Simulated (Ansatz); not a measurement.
Two shapes of singlet NH₄(+).

Shape 1:

```xyz
5

N     0.0328   -0.0172   -0.0336
H     0.5523    0.5992    0.6209
H     0.5778   -0.6318   -0.6233
H    -0.5615    0.5805   -0.5596
H    -0.5874   -0.5594    0.6294
```

Shape 2:

```xyz
5

N     0.0000    0.0000    0.0000
H     0.6420    0.6420    0.6420
H     0.6420   -0.6420   -0.6420
H    -0.6420    0.6420   -0.6420
H    -0.6420   -0.6420    0.6420
```

Basis set: cc-pVTZ (spherical functions). Frozen core: 1 orbital. Charge 1, multiplicity 1.

Computed with Ansatz (development build ahead of 0.2.0); each method stands on the lowest determinant of its kind that the runs found.

Question: Which shape is lower in energy, and by how much in each method?

Answer:

| method | E(2) − E(1) (eV) |
| --- | --- |
| RHF | 0.648 |
| RHF-MP2 | 0.462 |

Shape 1 is lower.
